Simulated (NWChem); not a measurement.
System: ethane (C2H6); SMILES CC

Output (shortened):

```
             Northwest Computational Chemistry Package (NWChem) 7.3.0
             --------------------------------------------------------

 D3D symmetry detected

                             Geometry "geometry" -> ""
                             -------------------------

 Output coordinates in angstroms (scale by  1.889725989 to convert to a.u.)

  No.       Tag          Charge          X              Y              Z
 ---- ---------------- ---------- -------------- -------------- --------------
    1 C                    6.0000     0.00000000     0.00000000     0.75955800
    2 C                    6.0000    -0.00000000     0.00000000    -0.75955800
    3 H                    1.0000    -0.72402900     0.72402900     1.16516700
    4 H                    1.0000     0.98904200     0.26501301     1.16516700
    5 H                    1.0000    -0.26501301    -0.98904200     1.16516700
    6 H                    1.0000    -0.98904200    -0.26501301    -1.16516700
    7 H                    1.0000     0.72402900    -0.72402900    -1.16516700
    8 H                    1.0000     0.26501301     0.98904200    -1.16516700

 Effective nuclear repulsion energy (a.u.)      42.1254118575

      Symmetry information
      --------------------

 Group name             D3d
 Group number             33
 Group order              12
 No. of unique centers     2

                                 NWChem DFT Module
                                 -----------------

 Summary of "ao basis" -> "ao basis" (spherical)
 ------------------------------------------------------------------------------
       Tag                 Description            Shells   Functions and Types
 ---------------- ------------------------------  ------  ---------------------
 C                         def2-tzvpd               13       37   6s3p3d1f
 H                         def2-tzvpd                5        9   3s2p

      Symmetry analysis of basis
      --------------------------

        a1g        21
        a1u         3
        a2g         3
        a2u        21
        eg         40
        eu         40

  Rotation of axis

            General Information
            -------------------
          SCF calculation type: DFT
          Wavefunction type:  closed shell.
          No. of atoms     :     8
          No. of electrons :    18
           Alpha electrons :     9
            Beta electrons :     9
          Charge           :     0
          Spin multiplicity:     1
          Use of symmetry is: on ; symmetry adaption is: on
          Maximum number of iterations: 150
          AO basis - number of functions:   128
                     number of shells:    56
          Convergence on energy requested:  1.00D-06
          Convergence on density requested:  1.00D-05
          Convergence on gradient requested:  5.00D-04

              XC Information
              --------------
                  TPSS metaGGA Exchange Functional  1.000
             TPSS03 metaGGA Correlation Functional  1.000

             Grid Information
             ----------------
          Grid used for XC integration:  medium
          Radial quadrature: Mura-Knowles
          Angular quadrature: Lebedev.
          Tag              B.-S. Rad. Rad. Pts. Rad. Cut. Ang. Pts.
          ---              ---------- --------- --------- ---------
          C                   0.70       49          10.0       434
          H                   0.35       45          10.0       434
          Grid pruning is: on
          Number of quadrature shells:    94
          Spatial weights used:  Erf1

      Superposition of Atomic Density Guess
      -------------------------------------

 Sum of atomic energies:         -78.34151666

      Non-variational initial energy
      ------------------------------

 Total energy =     -79.682466
 1-e energy   =    -186.370894
 2-e energy   =      64.563017
 HOMO         =      -0.423470
 LUMO         =       0.042723

      Symmetry analysis of molecular orbitals - initial
      -------------------------------------------------

  Numbering of irreducible representations:

     1 a1g         2 a1u         3 a2g         4 a2u         5 eg
     6 eu

  Orbital symmetries:

     1 a1g         2 a2u         3 a1g         4 a2u         5 eu
     6 eu          7 a1g         8 eg          9 eg         10 a1g
    11 a2u        12 eu         13 eu         14 eg         15 eg
    16 a1g        17 eg         18 eg         19 a2u

     ---------------------------------------------
      Total Density - Mulliken Population Analysis
     ---------------------------------------------

    Atom       Charge   Shell Charges
 -----------   ------   -------------------------------------------------------
    1 C    6     6.59   0.86  1.12  0.55  0.67  0.07  0.00  1.26  1.40  0.62  0.01  0.04 -0.02  0.00
    2 C    6     6.59   0.86  1.12  0.55  0.67  0.07  0.00  1.26  1.40  0.62  0.01  0.04 -0.02  0.00
    3 H    1     0.80   0.24  0.45  0.06  0.02  0.02
    4 H    1     0.80   0.24  0.45  0.06  0.02  0.02
    5 H    1     0.80   0.24  0.45  0.06  0.02  0.02
    6 H    1     0.80   0.24  0.45  0.06  0.02  0.02
    7 H    1     0.80   0.24  0.45  0.06  0.02  0.02
    8 H    1     0.80   0.24  0.45  0.06  0.02  0.02

   convergence    iter        energy       DeltaE   RMS-Dens  Diis-err
 ---------------- ----- ----------------- --------- --------- ---------
 d= 0,ls=0.0,diis     1    -79.8514525558 -1.22D+02  7.00D-03  2.11D-01
 d= 0,ls=0.0,diis     2    -79.8696792975 -1.82D-02  1.02D-03  1.78D-02
 d= 0,ls=0.0,diis     3    -79.8691329755  5.46D-04  5.40D-04  2.22D-02
 d= 0,ls=0.0,diis     4    -79.8719812631 -2.85D-03  4.40D-05  4.77D-05
 d= 0,ls=0.0,diis     5    -79.8719875854 -6.32D-06  1.03D-05  1.45D-06
 d= 0,ls=0.0,diis     6    -79.8719877619 -1.76D-07  6.91D-07  5.07D-09

[...]
```

Level: TPSS/def2-TZVPD. All runs use the structure optimised with PBE0/def2-SVP.

Task: Write an input that gives this output.

Result: Several could match; the one computed here: the input that was run:
```
start job
memory heap 200 mb stack 900 mb global 1100 mb
geometry units angstroms noautoz
  C      0.000000     0.000000     0.759558
  C      0.000000     0.000000    -0.759558
  H     -0.724029     0.724029     1.165167
  H      0.989042     0.265013     1.165167
  H     -0.265013    -0.989042     1.165167
  H     -0.989042    -0.265013    -1.165167
  H      0.724029    -0.724029    -1.165167
  H      0.265013     0.989042    -1.165167
end
basis spherical
  * library def2-tzvpd
end
dft
  xc xtpss03 ctpss03
  iterations 150
  mulliken
end
task dft energy
```
